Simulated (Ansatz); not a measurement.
A nudged elastic band was laid between two geometries of BH₆NO (9 atoms, charge 0, multiplicity 1).

Theory: RKS PBE/def2-SVP (Ansatz 0.2.0).

| Quantity | Value |
| --- | --- |
| movable images | 7 |
| climbing image | yes |
| spring | 5.0 eV/Å² |
| optimiser | quadratic models (default) |
| start path | through a guess of the saddle point |
| force threshold | 0.03 eV/Å |
| iteration limit | 60 |
| end points | relaxed |

Image 0:

```xyz
9
Properties=species:S:1:pos:R:3
B 0.056 0.136 0.377
O -0.496 -0.532 1.519
H -1.426 -0.756 1.363
H 1.256 -0.111 0.193
H -0.629 0.156 -0.659
N 0.147 1.788 0.798
H 0.643 2.336 0.079
H -0.780 2.215 0.948
H 0.669 1.872 1.683
```

Image 8:

```xyz
9
Properties=species:S:1:pos:R:3
B 0.251 0.617 -0.228
O -0.361 -0.403 2.324
H -1.212 -0.658 1.921
H 1.329 0.065 -0.280
H -0.764 0.112 -0.673
N 0.171 1.921 0.293
H 0.988 2.439 0.621
H -0.683 2.480 0.285
H -0.279 0.530 2.040
```

(1) What changes between the two ends?

(2) What energy profile does the band end with?

(3) What is the geometry of the highest image?

(4) What are the harmonic wavenumbers there?

## Answers

(1) Bonds broken: B1–O2, N6–H9. Bonds formed: O2–H9. BH6NO becomes BH4N + H2O.

(2) It converged. The highest image is number 5 of 0 to 8, 0.78 eV above the first end and 0.22 eV above the last; the last end lies 0.56 eV above the first. A vibrational analysis at the climbing image gives one clearly imaginary mode, 896i cm⁻¹: a first-order saddle point. The orbitals stay closed-shell, which can raise the energy where a bond breaks towards radicals; this wasn't checked here.

```csv
image,path coordinate (Å),energy (eV),B1–O2 (Å),N6–H9 (Å),O2–H9 (Å)
0,0.00,0.00,1.43,1.03,2.68
1,0.46,0.01,1.44,1.03,2.52
2,0.93,0.04,1.44,1.03,2.39
3,1.39,0.06,1.45,1.03,2.22
4,1.85,0.31,1.50,1.08,1.68
5,2.32,0.78,1.64,1.40,1.17
6,2.75,0.67,1.88,1.87,1.00
7,3.18,0.59,2.36,2.15,0.98
8,3.61,0.56,2.81,2.28,0.98
```

(3) 
```xyz
9
Properties=species:S:1:pos:R:3
B 0.176 0.342 0.197
O -0.293 -0.219 1.664
H -1.200 -0.573 1.601
H 1.315 -0.041 -0.019
H -0.684 0.067 -0.634
N 0.085 1.821 0.707
H 0.967 2.333 0.809
H -0.604 2.427 0.251
H -0.323 0.947 1.727
```

(4) 896i, 344, 609, 623, 674, 707, 762, 809, 879, 980, 1073, 1145, 1162, 1480, 1517, 1876, 2443, 2532, 3457, 3547, 3712 cm⁻¹.

Run time: 2.6 min on 1 thread of Arm Neoverse V1, with other jobs on the host, peak memory 0.12 GiB.
